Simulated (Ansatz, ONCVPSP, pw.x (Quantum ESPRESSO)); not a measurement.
**Tc: one change to the ONCV potential, in the atom and in the bcc crystal**

```
Element                 : technetium (Tc)
Generator               : ONCVPSP 4.0.1
Type                    : optimised norm-conserving Vanderbilt (ONCV)
Functional              : PBEsol
Relativity              : scalar-relativistic
Frozen core             : [Ar] 3d10
Valence charge          : 15
Reference configuration : 4s2 4p6 4d5 5s2
Partial waves           : 4s+5s: rc 1.65 bohr, ncon 4, nbas 7, qcut 6.8 1/bohr, 2 projectors; 4p: rc 1.55 bohr, ncon 4, nbas 9, qcut 7.2 1/bohr, 2 projectors, debl 3.1 Ha; 4d: rc 2.35 bohr, ncon 4, nbas 8, qcut 7.8 1/bohr, 1 projector
Local potential         : polynomial inside 1.15 bohr (lpopt 5, dvloc0 1 Ha)
Core correction         : Teter function, fcfact 6, rcfact 1.75
```

Change: local potential polynomial inside 1.55 bohr (lpopt 5, dvloc0 6 Ha).

Cutoffs, loose and tight: the cutoffs (Ha) at which the residual kinetic energy of the hardest occupied pseudo-wave falls to 1 and 0.1 mHa per electron. They do not see the model core or the augmentation charge, which bear on the density cutoff. Test errors are all-electron minus pseudo excitation energies from the reference, over the configurations 4s2 4p6 4d5 5s1; 4s2 4p6 4d5 5s0; 4s2 4p6 4d4 5s0; 4s2 4p6 4d5.5 5s1.5; variants that change the core or the reference have their own tests.

Crystal test: bcc Tc in pw.x 7.5, no spin, 15³ k-points, Fermi–Dirac smearing 0.01 Ry, cutoffs set for each file from its atomic test. The reference is all-electron LAPW (Ansatz 0.2.0) with the same functional, mesh and smearing; V0 and B0 come from Birch–Murnaghan fits to the pressures at five volumes. Errors are pseudo minus all-electron; Δ is the rms difference of the E(V) curves that follow from these fits, minima aligned, over ±6 % about the mean V0. Mesh and smearing are coarse, so the numbers serve the comparison and aren't converged zero-temperature values; the lattice is a test structure that the element need not adopt.

All-electron: a0 = 3.051 Å (V0 = 14.20 Å³/atom), B0 = 316.6 GPa.

Question: Does the change bring the crystal closer to the all-electron result?

Answer: The mean pressure error goes from +0.63 to +3.45 GPa, so the change moves the solid further from the all-electron pressures. At 80 % of its cutoff the pressure of the base moves by -2.57 GPa.

```
                       quantity       base    changed
                 outcome (atom)  generated  generated
           cutoff, loose (atom)      18 Ha      18 Ha
           cutoff, tight (atom)      23 Ha      23 Ha
            bound ghosts (atom)       none       none
largest test error (meV) (atom)       -9.0        -14
           cutoffs in pw.x (Ry)     55/220     55/220
                         a0 (Å)      3.053      3.062
                   a0 error (%)      +0.07      +0.35
                   B0 error (%)       -0.1       -0.3
                   Δ (meV/atom)        1.9       10.4
      mean pressure error (GPa)      +0.63      +3.45
```
